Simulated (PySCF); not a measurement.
Geometry:
```tsv
atom	x (Å)	y (Å)	z (Å)
C1	-0.018	1.404	-0.451
C2	0.045	0.122	-0.092
C3	-0.731	-0.501	1.016
C4	0.959	-0.749	-0.857
O5	1.109	-1.925	-0.647
H6	-0.667	2.112	0.050
H7	0.589	1.779	-1.270
H8	-1.277	-1.375	0.654
H9	-1.433	0.206	1.457
H10	-0.056	-0.863	1.796
H11	1.520	-0.234	-1.666
```

Theory: shielding tensors at PBE0/pcSseg-2 (GIAO), structure optimised with PBE0-D3(BJ)/def2-TZVP, in PySCF 2.14 (averaged over atoms made equivalent by symmetry, fast rotation or ring inversion, gas phase, one conformer, non-relativistic).

**Question.** List the cross peaks expected in HSQC, COSY and HMBC spectra.

**Answer.** 

HSQC (one-bond C–H):
| δH | δC |
| --- | --- |
| 9.96 (H11) | 204.7 (C4) |
| 6.61 (H6) | 145.9 (C1) |
| 6.16 (H7) | 145.9 (C1) |
| 1.87 (H8/H9/H10) | 17.8 (C3) |

COSY cross peaks (H two or three bonds apart, from the bond graph; peaks can be absent where the dihedral angle is near 90°):
| δH | δH |
| --- | --- |
| 6.61 (H6) | 6.16 (H7) |

HMBC (two and three bonds, from the bond graph):
| δH | δC |
| --- | --- |
| 9.96 (H11) | 161.5 (C2), 145.9 (C1), 17.8 (C3) |
| 6.61 (H6) | 204.7 (C4), 161.5 (C2), 17.8 (C3) |
| 6.16 (H7) | 204.7 (C4), 161.5 (C2), 17.8 (C3) |
| 1.87 (H8/H9/H10) | 204.7 (C4), 161.5 (C2), 145.9 (C1) |

δ = σ(ref) − σ, references computed at the same level: TMS for $^{1}$H and $^{13}$C.

Short H···H contacts in this conformer between protons four or more bonds apart (candidates for NOE cross peaks, intensity ∝ r⁻⁶): H7···H11 2.25 Å, H6···H9 2.49 Å.

Shifts are as computed. Against solution values, carbons near 30 ppm lie about +3 ppm off and those near 130 ppm about +9 ppm. Of 1211 compounds with measured shifts, 218 miss one by over three times the rms of a fit or turn the order of signals round; such compounds aren't used in these exercises.
